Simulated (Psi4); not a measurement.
[CF2]+ (SMILES F[C+]F): name the method

[CF2]+ has 3 atoms, charge +1, and is taken as a doublet. SMILES: `F[C+]F`. The coordinates come from a PBE0-D4/def2-TZVP relaxation.

```xyz
3

F     0.3791    0.9730    0.3162
C     0.2757   -0.2214    0.1273
F    -0.6548   -0.7516   -0.4435
```

Orbital energies are those of the mean-field step.

A calculation with Psi4 1.11 gave:

The total energy is -237.0642 Eh and the HOMO energy is -22.68 eV. The LUMO energy is -9.98 eV. The ⟨S²⟩ is 0.755.

Problem. Which of these levels gave the numbers?
A. MP3/cc-pVTZ
B. DSD-PBEP86/cc-pVTZ (density fitting for correlation)
C. wB97X/cc-pVTZ
D. HF/3-21G

Solution. B. The others give -236.9756 Eh (MP3/cc-pVTZ), -237.3278 Eh (wB97X/cc-pVTZ), -234.9738 Eh (HF/3-21G).
